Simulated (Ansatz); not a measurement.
# Worked example: O–CH3, quartet against O–CH₃, doublet

Geometry (PBE0/def2-TZVP stationary point of a doublet), kept for both states (O–CH3, doublet: A''; O–CH3, quartet: A''):

```yaml
atoms:
  - { symbol: O, position_ang: [0.0000, 0.0011, 0.6951] }
  - { symbol: C, position_ang: [0.0000, 0.0094, -0.6608] }
  - { symbol: H, position_ang: [0.8686, -0.5694, -1.0215] }
  - { symbol: H, position_ang: [0.0000, 1.0088, -1.1162] }
  - { symbol: H, position_ang: [-0.8686, -0.5694, -1.0215] }
```

Basis cc-pVDZ; Ansatz 0.2.0. Only valence electrons are correlated (noble-gas cores frozen). R marks a restricted (for open shells ROHF) determinant, U an unrestricted one.

Full CI isn't at hand for all of this; UCCSDT(Q) serves as the reference, and is uncertain by about the last step of the cluster series.

| level | E(O–CH3, doublet) (hartree) | E(O–CH3, quartet) (hartree) |
| --- | --- | --- |
| UHF | -114.429189 | -114.125709 |
| UMP2 | -114.716246 | -114.407370 |
| UCCSD(T) | -114.754326 | -114.457819 |
| PBE | -114.913749 | -114.641397 |
| B3LYP | -115.055095 | -114.769369 |
| UCCSDT(Q) | -114.755451 | -114.460384 |

Q: Give the vertical gap, O–CH3 quartet less O–CH3 doublet, at each level in eV (1 hartree = 27.2114 eV), and each error against UCCSDT(Q).

A: UCCSDT(Q): (-114.460384 − (-114.755451)) × 27.2114 = 8.029 eV (the reference)
B3LYP: (-114.769369 − (-115.055095)) × 27.2114 = 7.775 eV, error -0.254 eV
PBE: (-114.641397 − (-114.913749)) × 27.2114 = 7.411 eV, error -0.618 eV
UCCSD(T): (-114.457819 − (-114.754326)) × 27.2114 = 8.068 eV, error 0.039 eV
UMP2: (-114.407370 − (-114.716246)) × 27.2114 = 8.405 eV, error 0.376 eV
UHF: (-114.125709 − (-114.429189)) × 27.2114 = 8.258 eV, error 0.229 eV

Total energies of functionals can't be set beside those of wave-function methods, since they hold the core's correlation and their own absolute errors; only the differences compare.

In so small a basis the reference is far from its limit while semilocal and hybrid functionals are nearer theirs, so the functionals' errors here hold much of the reference's basis and frozen-core error, which can add to them or hide them.

Each level lands on the state that its own search finds. T1 diagnostics of restricted CCSD: 0.020 and 0.056.
